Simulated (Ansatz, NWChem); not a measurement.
Ansatz → NWChem

This Ansatz 0.2.0 job computes SiH4O2 (SMILES O[SiH2]O):

in.yaml:
```yaml
crystal:
  periodic: [false, false, false]
  atoms:
    - {symbol: O, position_ang: [-1.385150, -0.243860, -0.354380]}
    - {symbol: Si, position_ang: [0.051410, 0.422210, 0.079240]}
    - {symbol: O, position_ang: [1.274030, -0.668570, 0.183160]}
    - {symbol: H, position_ang: [-1.456660, -0.615580, -1.234790]}
    - {symbol: H, position_ang: [0.526670, 1.393040, -0.933360]}
    - {symbol: H, position_ang: [-0.229300, 1.048860, 1.391580]}
    - {symbol: H, position_ang: [1.219010, -1.336090, 0.868560]}
basis:
  gaussian:
    orbitals: 3-21G.json
accuracy: high
hamiltonian:
  xc: hf
output: {orbitals: {seedname: orbitals}}
```

```bash
$ ansatz run in.yaml --threads 1 --pin off --max-ram 3480MiB --events-out events.jsonl --progress --plain --runs-dir runs
```

(Basis files named in the input come from the Basis Set Exchange and aren't shown.)

The coordinates come from a PBE0-D4/def2-TZVP relaxation. This is one conformer, not always the lowest.

It gives a total energy of -438.687631 Eh.

Problem. Write the same calculation for NWChem 7.3.0 as an input file of the program's own, asking for the gradient.

Solution. This input was run:

h4o2si.nw:
```
start h4o2si
title "H4O2Si hf"
memory total 2200 mb

geometry units angstrom noautosym nocenter noautoz
  O       -1.385150      -0.243860      -0.354380
  Si       0.051410       0.422210       0.079240
  O        1.274030      -0.668570       0.183160
  H       -1.456660      -0.615580      -1.234790
  H        0.526670       1.393040      -0.933360
  H       -0.229300       1.048860       1.391580
  H        1.219010      -1.336090       0.868560
end

basis spherical bse
  * library 3-21G
end

scf
  thresh 1e-08
  maxiter 80
end

task scf gradient
```

```bash
$ nwchem h4o2si.nw > h4o2si.out
```

Its energy is -438.687631 Eh, the same as the first but for the last digit, at most.
